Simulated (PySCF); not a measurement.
# Choosing a basis for TDDFT

Species: lithium fluoride, LiF.
SMILES: `[Li][F]`

TDDFT with PBE0 (PySCF), vertical singlets, core orbitals frozen in the response, spherical d and f functions. Isolated species at its PBE0-D3(BJ)/def2-SVP geometry, gas phase.

Problem. Compare def2-SVP, 6-31G*, def2-SVPD, 6-31+G*, def2-TZVP, aug-cc-pVDZ, def2-TZVPD and aug-cc-pVTZ for this molecule.

Solution. 

```csv
basis,functions,diffuse,S1 (eV),S2 (eV),S3 (eV),S4 (eV),S5 (eV),LUMO (eV),α (au)
def2-SVP,23,no,5.04,5.04,5.45,7.72,7.72,-1.03,6.7
6-31G*,28,no,5.13,5.13,5.52,7.02,7.02,-1.07,8.0
def2-SVPD,35,yes,5.85,5.85,6.24,7.51,7.51,-1.00,9.1
6-31+G*,36,yes,5.57,5.57,5.95,7.28,7.29,-1.17,8.1
def2-TZVP,45,no,5.47,5.47,5.89,7.67,7.67,-1.09,6.8
aug-cc-pVDZ,46,yes,5.66,5.66,6.09,7.28,7.28,-1.08,9.5
def2-TZVPD,57,yes,5.74,5.74,6.14,7.39,7.39,-1.01,9.5
aug-cc-pVTZ,92,yes,5.76,5.77,6.14,7.37,7.37,-1.03,9.9
```

States are compared by their number. Against the largest diffuse basis here (aug-cc-pVTZ, itself not a converged limit), sets without diffuse functions differ by up to 0.73 eV in S1 and 0.35 eV in S5; the smaller diffuse sets differ by up to 0.19 and 0.15 eV. State by state, the largest deviation of a set without diffuse functions is S1 0.73, S2 0.73, S3 0.69, S4 0.35, S5 0.35 eV. The same number needn't mean the same state in each row. Against aug-cc-pVTZ the polarisability deviates by -33% in def2-SVP, -19% in 6-31G*, -9% in def2-SVPD, -18% in 6-31+G*, -31% in def2-TZVP, -5% in aug-cc-pVDZ, -5% in def2-TZVPD.
